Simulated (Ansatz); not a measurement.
The same path of C2H2ClFS (7 atoms, charge 0, multiplicity 1) was run twice with different band settings. The coordinate that changes most is the dihedral H6–C2–C4–H7.

These are results of RKS B3LYP/6-31G* (Ansatz), not measurements.

Relaxed end points:

```xyz
7
Properties=species:S:1:pos:R:3
F -1.301 -0.802 0.771
C -0.344 -0.515 -0.158
Cl 0.907 -1.833 -0.135
C 0.339 0.775 0.207
S 0.584 1.998 -0.825
H -0.780 -0.504 -1.157
H 0.656 0.814 1.252
```

```xyz
7
Properties=species:S:1:pos:R:3
F -1.585 -0.496 0.278
C -0.323 -0.515 -0.197
Cl 0.606 -1.868 0.605
C 0.426 0.767 0.057
S -0.171 2.065 0.814
H -0.336 -0.764 -1.263
H 1.445 0.744 -0.340
```

Common settings: movable images 9; climbing image yes; spring 5.0 eV/Å²; optimiser quadratic models (default); start path IDPP; end points relaxed.

| run | force threshold | iteration limit |
| --- | --- | --- |
| 1 | 0.03 eV/Å | 35 |
| 2 | 0.2 eV/Å | 46 |

**Question.** What does each run give, and how far can it be trusted?

**Answer.** Run 1: converged after 7 iterations, highest image 0.138 eV above the first end. A vibrational analysis at the climbing image gives one clearly imaginary mode, 102i cm⁻¹: a first-order saddle point.
Run 2: converged after 5 iterations, highest image 0.138 eV above the first end. The threshold of 0.2 eV/Å is loose, so the images may lie well off the minimum-energy path. Another band between the same ends (9 images) ends at a top of the same energy, where a vibrational analysis finds 1 clearly imaginary mode.
